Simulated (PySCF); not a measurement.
# Bonding in `COCCC#P`

Species: C4H7OP.
SMILES with atom numbers: `[CH3:1][O:2][CH2:3][CH2:4][C:5]#[P:6]` (hydrogens: H7, H8, H9 on C1; H10, H11 on C3; H12, H13 on C4)

Structure used (GFN2-xTB), in Å, numbered top down from 1:
```xyz
13
C4H7OP angstrom
C     -2.1972   -0.2732    0.1741
O     -1.0599    0.5325    0.3313
C      0.1414   -0.2013    0.3192
C      1.3028    0.7817    0.4981
C      2.5729    0.1012    0.4959
P      3.9227   -0.6639    0.4877
H     -2.1753   -0.8104   -0.7826
H     -2.2815   -1.0077    0.9854
H     -3.0566    0.3934    0.1971
H      0.2498   -0.7444   -0.6338
H      0.1470   -0.9440    1.1337
H      1.1642    1.3197    1.4415
H      1.2654    1.5168   -0.3125
```

Bond orders from the PBE0/pcSseg-1 density (PySCF). One conformer (not necessarily the lowest) at the GFN2-xTB geometry, without solvent, vibrations or thermal averaging.

Task: How far do the computed orders between heavy atoms stray from the drawn ones?

Result: The largest departure is 0.226, at C5–P6 (drawn triple, 2.774).

Task: Give the Mayer order of every bond, beside its length.

Result: 
| bond | drawn as | length (Å) | Mayer order |
| --- | --- | --- | --- |
| C1–O2 | single | 1.403 | 0.931 |
| O2–C3 | single | 1.408 | 0.926 |
| C3–C4 | single | 1.532 | 1.024 |
| C4–C5 | single | 1.441 | 0.992 |
| C5–P6 | triple | 1.552 | 2.774 |
| C1–H7 | single | 1.098 | 0.959 |
| C1–H8 | single | 1.098 | 0.959 |
| C1–H9 | single | 1.088 | 0.974 |
| C3–H10 | single | 1.102 | 0.939 |
| C3–H11 | single | 1.102 | 0.939 |
| C4–H12 | single | 1.095 | 0.917 |
| C4–H13 | single | 1.095 | 0.917 |

By pair of heavy elements: C–O: all 2 within 0.02 of one another (0.926 to 0.931). C–C: lowest C4–C5 (0.992, 1.441 Å), highest C3–C4 (1.024, 1.532 Å); in 1 of the 1 pairs the longer bond (by over 0.003 Å) has the higher order (by 0.02 or more).

Task: Sum the orders of all bonds at each heavy atom with more than one neighbour and set the sums beside the valence in the SMILES.

Result: C1 3.823 (drawn 4), O2 1.857 (drawn 2), C3 3.828 (drawn 4), C4 3.850 (drawn 4), C5 3.766 (drawn 4). Orders between atoms that aren't bonded are not in these sums.

The Mayer order sums products of elements of PS (density times overlap matrix) between the two atoms' basis functions, so it depends on the basis set.
